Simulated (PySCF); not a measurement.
Species: C2H2ClNO.
Numbering: `[O:1]=[N:2]/[CH:3]=[CH:4]/[Cl:5]` (hydrogens: H6 on C3; H7 on C4)

Structure used (GFN2-xTB), in Å, numbered top down from 1:
```xyz
7
C2H2ClNO angstrom
O     -2.0370   -0.6557   -0.1213
N     -1.4847    0.3890    0.1848
C     -0.1618    0.6078   -0.0759
C      0.7399   -0.3973   -0.0378
Cl     2.4126   -0.1616    0.0584
H      0.1245    1.6487   -0.0707
H      0.4098   -1.4259    0.0355
```

Method: TDDFT PBE0/def2-SVPD, vertical, gas phase, core orbitals frozen in the response (PySCF).

Each state is given a Gaussian of 0.5 eV full width at half maximum, with ε(max) = 2.175×10⁸ f / Δν̃ (Δν̃ the width in cm⁻¹). The width is an assumption, not a result. The curve ends short of the highest state used, and states not computed would add to its high-energy end.

| E (eV) | ε (L mol⁻¹ cm⁻¹) |
| --- | --- |
| 0.47 | 0 |
| 0.64 | 2 |
| 0.80 | 13 |
| 0.97 | 46 |
| 1.13 | 85 |
| 1.30 | 88 |
| 1.46 | 50 |
| 1.63 | 15 |
| 1.79 | 3 |
| 1.96 | 0 |
| 2.12 | 0 |
| 2.29 | 0 |
| 2.45 | 0 |
| 2.62 | 0 |
| 2.78 | 0 |
| 2.95 | 0 |
| 3.11 | 0 |
| 3.28 | 0 |
| 3.44 | 0 |
| 3.61 | 5 |
| 3.77 | 69 |
| 3.94 | 581 |
| 4.10 | 2405 |
| 4.27 | 5856 |
| 4.44 | 7638 |
| 4.60 | 6133 |
| 4.77 | 4866 |
| 4.93 | 5825 |
| 5.10 | 6868 |
| 5.26 | 6741 |
| 5.43 | 5141 |
| 5.59 | 2691 |
| 5.76 | 980 |
| 5.92 | 802 |
| 6.09 | 1400 |
| 6.25 | 2285 |

**Question.** Locate the maxima and give the states behind the curve.

**Answer.** 1013 nm (1.22 eV), ε about 94, made up of S1 (100%); 280 nm (4.43 eV), ε about 7600, made up of S2 (98%); 240 nm (5.16 eV), ε about 7000, made up of S3 (52%) and S4 (48%) (ε in L mol⁻¹ cm⁻¹; maxima over ε = 5, shares over 10%). At its high-energy end, 6.25 eV, the curve is still rising (ε about 2300, from S5, S6 and S7). The states used: S1 1.22 eV (f 0.0017); S2 4.42 eV (f 0.139); S3 5.00 eV (f 0.091); S4 5.35 eV (f 0.090); S5 6.12 eV (f 0.017); S6 6.46 eV (f 0.036); S7 6.71 eV (f 0.060); S8 6.85 eV (f 0.011).

**Question.** Does any computed singlet lie in the visible range?

**Answer.** No computed singlet lies between 380 and 750 nm, and the lowest lies beyond, at 1015 nm; a Tamm–Dancoff triplet lies at 481 nm, without intensity as long as spin–orbit coupling is left out.

**Question.** Coming from long wavelengths, where does ε first pass 100 L mol⁻¹ cm⁻¹?

**Answer.** At about 326 nm (3.80 eV), 2.58 eV above S1.

**Question.** On this curve, what absorbance would a 10⁻⁵ mol/L sample give at 248 nm over a 1 cm path?

**Answer.** 248 nm is 4.999 eV, where ε is about 6400 L mol⁻¹ cm⁻¹, so A = ε c l ≈ 0.064 (Beer–Lambert, with the gas-phase spectrum and the assumed width).

One conformer stands for the species.
